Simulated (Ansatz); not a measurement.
## Ansatz (development build ahead of 0.2.0) run

```yaml
crystal:
  periodic: [false, false, false]
  atoms:
    - { symbol: C, position_ang: [0.00407, -0.04605, -0.836] }
    - { symbol: C, position_ang: [0.0048, 0.61825, 0.53756] }
    - { symbol: C, position_ang: [-0.02335, -0.63525, 0.54015] }
    - { symbol: H, position_ang: [0.91773, -0.04525, -1.48507] }
    - { symbol: H, position_ang: [-0.93627, 0.00113, -1.51063] }
    - { symbol: H, position_ang: [-0.01188, 1.54597, 1.02024] }
    - { symbol: H, position_ang: [0.01235, -1.57004, 0.9971] }
basis:
  gaussian: { orbitals: STO-3G }
hamiltonian:
  xc: hf
correlation:
  method: mp2
  frozen_orbitals: { C: 1, H: 0 }
```

The input is written out in the form of the current development build from the run's settings.

Output:

```json
{
  "Converged": "yes",
  "Reference energy": "-114.39037 hartree",
  "Correlation energy": "-0.17600 hartree",
  "Total energy": "-114.56636 hartree",
  "Spin squared of the determinant": "0.000"
}
```
